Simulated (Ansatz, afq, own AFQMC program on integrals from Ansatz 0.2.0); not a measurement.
## CHO, quartet in cc-pVDZ, levels against CCSDT(Q)

```yaml
atoms:
  - { symbol: O, position_ang: [0.0000, 0.0746, 0.5425] }
  - { symbol: C, position_ang: [0.0000, -0.1522, -0.6041] }
  - { symbol: H, position_ang: [0.0000, 0.6297, -1.4126] }
```

Connectivity, by distances: O–CH.

Basis cc-pVDZ. Noble-gas cores (and the filled d shells of Ga–Kr and In–Xe) are frozen. Ansatz 0.2.0 and our own AFQMC program on the same integrals; the CISD trial comes from CCSD amplitudes, and released means the phaseless constraint is let go. ± is one standard error of the sampling.

Determinant: UHF, the one that the program's search chose, which needn't be the lowest solution. The geometry is a PBE0/def2-TZVP stationary point of this or a neighbouring charge and spin state.

No full CI on the walks' own integrals is used here; CCSDT(Q) serves as the reference and is uncertain by about the last step of the cluster series.

Cautions: another spin lies lower (by 6.55 eV).

* T1 diagnostic: 0.0233
* weight of the determinant in the CISD state: 0.916
* ⟨S²⟩ of the determinant: 3.761
* size of the correlated space: 11 electrons in 31 orbitals

Reference: CCSDT(Q), correlation energy -6.801 eV. The released energy is read at 2.40 1/Eh (meV from the phaseless value at times in 1/Eh: 0 ± 3 at 0.24, -2 ± 3 at 0.51, -6 ± 3 at 0.99, -9 ± 3 at 1.62, -9 ± 8 at 2.40).

```json
{"level": "HF", "E − E(reference) (kJ/mol)": "656.2", "share of correlation (%)": "0.00"}
{"level": "MP2", "E − E(reference) (kJ/mol)": "85.5", "share of correlation (%)": "86.98"}
{"level": "CCSD", "E − E(reference) (kJ/mol)": "14.6", "share of correlation (%)": "97.78"}
{"level": "CCSD(T)", "E − E(reference) (kJ/mol)": "2.6", "share of correlation (%)": "99.61"}
{"level": "CCSDT", "E − E(reference) (kJ/mol)": "0.8", "share of correlation (%)": "99.87"}
{"level": "ph-AFQMC/CISD", "E − E(reference) (kJ/mol)": "0.5 ± 0.3", "share of correlation (%)": "99.93"}
{"level": "released AFQMC", "E − E(reference) (kJ/mol)": "-0.4 ± 0.8", "share of correlation (%)": "100.06"}
```

A walk keeps the symmetry of its determinant, which the program's search chose and which needn't be the lowest solution, so a lower state of the same spin and another symmetry isn't excluded. Released energies are given only where the last usable release times agree within the noise; a slower fall can still hide under it.
